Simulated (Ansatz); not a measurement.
**AlPNH (triplet): wave-function methods side by side, cc-pVDZ**

An exercise on one series of results from a longer session: the logs are not shown, and one member is left open.

Computed with Ansatz 0.2.0, Gaussian basis. Level: cc-pVDZ, core rule «outside noble gas», up to 11 orbitals frozen.

Plan: UHF; CCSD(T) on ROHF; CCSD(T) on UHF; BCCD(T) on ROHF; CISD; CCSDT(Q) on ROHF; CCSDT(Q) on UHF.

25 further runs of the same task are left out: 5 for a known fault of the program, 7 that didn't finish, 13 set aside as unsound or not needed.

## The geometry

The geometry is a PBE0/def2-TZVP stationary point (not a proven minimum).

4 atoms, charge 0, spin multiplicity 3.

Atoms are counted from 1 here; the program's logs count them from 0.

Bond lengths: Al1–N3 1.841 Å, P2–N3 1.689 Å, N3–H4 1.016 Å. Angles: Al1–N3–P2 119.9°, Al1–N3–H4 124.3°, P2–N3–H4 115.8°.

The first run:

The input, in.yaml:

```yaml
crystal:
  periodic: [false, false, false]
  atoms:
    - {symbol: Al, position_ang: [0.000000, 0.194411, 1.631818]}
    - {symbol: P, position_ang: [0.000000, 0.196128, -1.425444]}
    - {symbol: N, position_ang: [0.000000, -0.686115, 0.014898]}
    - {symbol: H, position_ang: [0.000000, -1.696652, -0.085591]}
basis:
  gaussian: {orbitals: cc-pVDZ}
magnetization: {spin_polarized: true, initial_magnetization: 2}
hamiltonian: {xc: hf}
output: {orbitals: {seedname: orbitals}}
```

Started as:

```bash
> ansatz run in.yaml --threads 1 --pin off --events-out ev --progress --plain --max-ram 2393MiB
```

Among the steps run: UHF; CCSD(T) on ROHF; CCSD(T) on UHF; BCCD(T) on ROHF; CISD; CCSDT(Q) on ROHF; CCSDT(Q) on UHF.

One table of the session follows, with a row left open; its other results are not shown here.

It belongs to the step «Misses and costs». 

| method | from UCCSDT(Q) (meV) |
| --- | --- |
| ROHF | +9344.2 |
| UHF | +9172.7 |
| RMP2 | +1211.6 |
| UMP2 | +1276.6 |
| CISD | +1342.4 |
| RCCSD | +345.2 |
| UCCSD | +341.7 |
| RCCSD(T) | +53.0 |
| UCCSD(T) | ? |
| BCCD(T) | +49.7 |
| RCCSDT | +28.9 |
| UCCSDT | +28.4 |
| RCCSDT(Q) | +2.5 |
| UCCSDT(Q) | 0 |

Q: Estimate the row for UCCSD(T) from the others.

The run gave: from UCCSDT(Q) (meV): +53.6. In the column «from UCCSDT(Q) (meV)» it lies between RCCSD(T) (+53.0) and UCCSD (+341.7).

With the free atoms at the same levels and basis (separate runs), the atomisation energy is 8.962 eV at UCCSDT(Q), 8.936 eV at RCCSD(T), 8.933 eV at UCCSD(T), 5.725 eV at ROHF.

To keep in mind: Restricted and unrestricted rows rest on different reference determinants; where their highest levels disagree by more than a few hundredths of an eV, they describe different states and don't form one ladder.
